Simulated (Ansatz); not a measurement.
Reaction (formal loss of a carbene): `C=CC(F)S` → `[CH]F` + `C=CS`

Gas-phase electronic energies from Ansatz, PBE0-D4/def2-TZVP geometries. CBS: MP2 limit from def2 TZ/QZ plus the TZ coupled-cluster correction, frozen cores. This one scheme is used for every species. DFT in def2-TZVPP. B3LYP here is the variant with VWN-RPA as its local correlation; programs differ in this. One conformer a species, not always the lowest.

`C=CC(F)S`:

Z-matrix (Å, degrees):
```
C
C 1 1.488
S 1 1.808 2 111.8
F 1 1.375 2 111.0 3 -124.8
H 1 1.096 2 111.0 3 115.9
C 2 1.324 1 124.0 3 117.7
H 2 1.085 1 114.6 3 -61.4
H 3 1.343 1 95.7 2 -44.4
H 6 1.083 2 121.4 1 1.1
H 6 1.083 2 120.8 1 -179.1
```

`[CH]F`:

```xyz
3

C    -0.051   -0.105   -0.496
F    -0.693   -0.471    0.575
H     0.744    0.576   -0.079
```

`C=CS`:

Cartesian coordinates in Å:
```
C -0.488 0.729 -0.730
C 0.267 0.005 0.086
S -0.327 -1.376 0.985
H -1.536 0.510 -0.898
H -0.064 1.574 -1.257
H 1.313 0.245 0.237
H 0.833 -1.687 1.578
```

Task: Is it downhill or uphill in electronic energy at CCSD(T)/CBS, and by how much? (An estimate is asked.)

Result: Ansatz gave: Uphill: ΔE = +90.7 kcal/mol.

Task: What do these levels give: r2SCAN-D4, PBE0-D4, B3LYP-D4, ωB97M-V, B2PLYP, PBE, PBE0, HF/def2-TZVPP, SCS-MP2/def2-TZVPP, CCSD/def2-TZVPP, SCS-MP2/def2-QZVPP, HF/CBS(def2)? (An estimate is asked.)

Result: Computed: r2SCAN-D4 95.3, PBE0-D4 95.9, B3LYP-D4 89.9, ωB97M-V 90.5, B2PLYP 89.7, PBE 92.0, PBE0 94.4, HF/def2-TZVPP 79.3, SCS-MP2/def2-TZVPP 91.2, CCSD/def2-TZVPP 88.5, SCS-MP2/def2-QZVPP 91.9, HF/CBS(def2) 79.0 kcal/mol.

Largest T1 diagnostic among the species: 0.018.

The D4 term adds +2.9 kcal/mol with B3LYP and +1.6 kcal/mol with PBE0; it sums over pairs of atoms, weighted by their polarisabilities, and B3LYP, whose exchange is more repulsive, gets the larger term. In def2-TZVPP, CCSD(T) changes the Hartree–Fock value by +10.0 kcal/mol (the triples alone add +0.8 kcal/mol) and MP2 by +16.5 kcal/mol.
